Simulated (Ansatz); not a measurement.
Geometry optimisation, Ansatz, RKS LDA/def2-TZVP.

Input:

```yaml
crystal:
  periodic: [false, false, false]
  atoms:
    - { symbol: B, position_ang: [0.0, 0.0, 0.0] }
    - { symbol: O, position_ang: [0.9238, 0.0, 1.3186] }
    - { symbol: H, position_ang: [0.0143, -0.2814, 1.6557] }
    - { symbol: H, position_ang: [1.3899, 0.0, 0.0173] }
    - { symbol: H, position_ang: [-1.0305, 0.0, -0.595] }
basis:
  gaussian: { orbitals: def2-TZVP }
hamiltonian:
  xc: lda
relax:
  f_tol: 0.15
  max_steps: 25
  restrain:
    - { distance: [1, 3], at: 2.21, k: 30.0 }
    - { distance: [0, 1], at: 1.41, k: 30.0 }
    - { distance: [0, 3], at: 1.19, k: 30.0 }
```

Command:

```bash
$ ansatz run input.yaml --threads 2 --pin off --max-ram 3072MiB --backend cpu --events-out ev --progress --plain --runs-dir out
```

Question: Where does it end, and by what steps?

Answer: It converged. The restraints hold the end off the free minimum. After 7 steps the energy has fallen by 5.223 eV (the restraints' own energy left out); H4 moved furthest, 0.66 Å.

```tsv
step	energy less start (eV)	largest force component (eV/Å)	accepted
0	0.0000	7.911	yes
1	-2.2512	6.040	yes
2	-3.7200	4.542	yes
3	-4.9814	2.371	yes
4	-5.0735	2.734	yes
5	-5.1576	1.088	yes
6	-5.2174	1.219	yes
7	-5.2234	1.238	yes
```

```xyz
5
Properties=species:S:1:pos:R:3
B 0.377 -0.014 0.066
O 0.581 -0.116 1.422
H -0.256 -0.208 1.915
H 1.345 0.103 -0.633
H -0.749 -0.046 -0.374
```

Run time: 3.3 s on 2 threads of Arm Neoverse V2, on a shared host, peak memory 0.098 GiB.
